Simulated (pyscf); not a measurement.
PySCF, gas phase, ωB97X-D3(BJ)/def2-SVP geometries.

PBE/def2-TZVP puts the barrier of H₃C–CH₂–In [singlet] + hydrogen (H₂) → H₃C–CH₂–InH₂ (insertion; singlet surface; H–H broken, H–In, H–In formed) at 188.2 kJ/mol and the reaction energy at -0.3 kJ/mol, from the separated reactants. What do PBE0-D3(BJ)/def2-TZVP, M06-2X/def2-TZVP, ωB97M-D3(BJ)/def2-TZVP give on the same structures?

PBE0-D3(BJ): ΔE‡ = 201.8 kJ/mol, ΔE = -14.0 kJ/mol; M06-2X: ΔE‡ = 234.0 kJ/mol, ΔE = -0.1 kJ/mol; ωB97M-D3(BJ): ΔE‡ = 223.8 kJ/mol, ΔE = -13.8 kJ/mol. PBE's barrier lies under all of them, by 13.6 to 45.8 kJ/mol. Its reaction energy matches one of them and lies within 13.7 kJ/mol of the others. Low barriers are usual for a GGA, whose delocalisation error favours stretched bonds. H₃C–CH₂–InH₂ lies 34.7 kJ/mol over its isomer H₃C–InH–CH₃ (electronic energy, ωB97M-D3(BJ)/def2-TZVP). One saddle was located; it need not be the lowest between these sides. Elements past Kr carry the def2 core potentials, without spin-orbit coupling.
